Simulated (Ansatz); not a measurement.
**SiPH3+ (doublet): the correlation ladder, cc-pVDZ**

The task here is to estimate one member of a computed series from the others.

Computed with Ansatz 0.2.0, Gaussian basis. Level: cc-pVDZ, core rule «outside noble gas», up to 10 orbitals frozen.

The runs, in order: UHF; CCSD(T) on ROHF; CCSD(T) on UHF; BCCD(T) on ROHF; CISD as a restricted active space (open shells left free, so some higher excitations enter); CCSDT(Q) on ROHF; CCSDT(Q) on UHF.

30 further runs of the same task are left out: 2 for a known fault of the program, 11 that didn't finish, 17 set aside as unsound or not needed. Runs told in other sessions of the task aren't counted.

## The geometry

The geometry is a PBE0/def2-TZVP stationary point (not a proven minimum) of the parent state, kept for this charge and spin.

5 atoms, charge 1, spin multiplicity 2.

Atoms are counted from 1 here; the program's logs count them from 0.

Bond lengths: Si1–P2 2.245 Å, Si1–H3 1.489 Å, Si1–H4 1.489 Å, Si1–H5 1.489 Å. Angles: P2–Si1–H3 110.2°, P2–Si1–H4 110.2°, P2–Si1–H5 110.2°, H3–Si1–H4 108.7°, H3–Si1–H5 108.7°, H4–Si1–H5 108.7°.

Set-up of the first run:

in.yaml reads:

```yaml
crystal:
  periodic: [false, false, false]
  atoms:
    - {symbol: Si, position_ang: [-1.095022, -0.008048, 0.002339]}
    - {symbol: P, position_ang: [1.149978, 0.008452, -0.002457]}
    - {symbol: H, position_ang: [-1.619119, 1.385319, 0.005761]}
    - {symbol: H, position_ang: [-1.601124, -0.712390, 1.212266]}
    - {symbol: H, position_ang: [-1.606323, -0.708402, -1.207717]}
basis:
  gaussian: {orbitals: cc-pVDZ}
total_charge: 1
magnetization: {spin_polarized: true, initial_magnetization: 1}
hamiltonian: {xc: hf}
output: {orbitals: {seedname: orbitals}}
```

Command:

```console
$ ansatz run in.yaml --threads 1 --pin off --events-out ev --progress --plain --max-ram 2393MiB
```

Among the steps run: UHF; CCSD(T) on ROHF; CCSD(T) on UHF; BCCD(T) on ROHF; CISD as a restricted active space (open shells left free, so some higher excitations enter); CCSDT(Q) on ROHF; CCSDT(Q) on UHF.

One of the session's tables, all rows but one given; the rest of the session is left out.

| method | from UCCSDT(Q) (kcal/mol) |
| --- | --- |
| ROHF | +143.34 |
| RMP2 | +34.67 |
| UMP2 | +34.88 |
| CISD | ? |
| RCCSD | +4.97 |
| UCCSD | +4.90 |
| RCCSD(T) | +1.19 |
| UCCSD(T) | +1.19 |
| BCCD(T) | +1.19 |
| RCCSDT | +0.22 |
| UCCSDT | +0.22 |
| RCCSDT(Q) | +0.03 |
| UCCSDT(Q) | 0 |

Estimate the missing values for CISD.

**Answer.** from UCCSDT(Q) (kcal/mol): +17.18. In the column «from UCCSDT(Q) (kcal/mol)» it lies between RCCSD (+4.97) and RMP2 (+34.67).

Left out of the table: UHF (another determinant or state than the rows shown).

Limits of these values: Restricted and unrestricted rows rest on different reference determinants; a gap between their highest levels can come from leftover correlation error, from unlike frozen cores or from another state.
